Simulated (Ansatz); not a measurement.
Task: an active-space calculation of AlBH4S, SMILES B[S][AlH2], with the Ansatz DFT code, driven from Python. Give the script and its output. Settings: SC-NEVPT2, 6-31G* basis, multiplicity 1.

```yaml
atoms:
  - { symbol: B, position_ang: [-1.3825, 0.2425, -0.4571] }
  - { symbol: S, position_ang: [0.1818, 0.6664, -1.3536] }
  - { symbol: Al, position_ang: [1.3778, -0.2304, 0.3147] }
  - { symbol: H, position_ang: [-1.9018, -0.7333, -0.6577] }
  - { symbol: H, position_ang: [-1.8998, 1.0727, 0.2519] }
  - { symbol: H, position_ang: [1.7792, -1.7696, 0.3009] }
  - { symbol: H, position_ang: [1.9065, 0.6837, 1.5554] }
```

`cas_albh4s.py`
```python
import ansatz

GEOMETRY = """
B    -1.38250    0.24250   -0.45710
S     0.18180    0.66640   -1.35360
Al    1.37780   -0.23040    0.31470
H    -1.90180   -0.73330   -0.65770
H    -1.89980    1.07270    0.25190
H     1.77920   -1.76960    0.30090
H     1.90650    0.68370    1.55540
"""


def main() -> None:
    albh4s = ansatz.Crystal.molecule()
    for line in GEOMETRY.strip().splitlines():
        symbol, *xyz = line.split()
        albh4s = albh4s.atom(symbol, [float(v) for v in xyz])

    base = (
        albh4s.calculation()
        .basis(gaussian="6-31G*")
        .correlation(active_electrons=6, active_orbitals=7)
    )
    for method in ["sc_nevpt2"]:
        data = (base if method is None else base.correlation(method)).run().report
        space = data["configurations"]
        state = space["states"][0]
        print(method or "casscf", f"total {data['free_energy_ev'] / 27.211386246:.6f} Ha, active-space state {state['energy']['hartree']:.6f} Ha, mean field {data['reference_energy_ev'] / 27.211386246:.6f} Ha")
        print("  determinants", state["n_determinants"], " natural occupations", [round(n, 3) for n in space["natural_occupations"]])
    print("effectively unpaired electrons, sum of min(n, 2 - n):", round(sum(min(n, 2 - n) for n in space["natural_occupations"]), 3))


if __name__ == "__main__":
    main()
```

Output of `python cas_albh4s.py`:
```text
sc_nevpt2 total -666.687549 Ha, active-space state -666.495579 Ha, mean field -666.440182 Ha
  determinants 1225  natural occupations [1.983, 1.973, 1.965, 0.028, 0.025, 0.017, 0.01]
effectively unpaired electrons, sum of min(n, 2 - n): 0.159
```

Caveats:
- Total energies depend on the basis set; only differences at equal settings carry meaning.
- The geometry is a force-field or estimated start, not a minimum of this method, and the basis set is short of its limit. The active space starts as a window about the frontier orbitals and is then optimised, not chosen by chemistry.
- Finished in 6.4 s on 1 thread of Arm Neoverse V2, with other jobs on the host, peak memory 0.19 GiB.
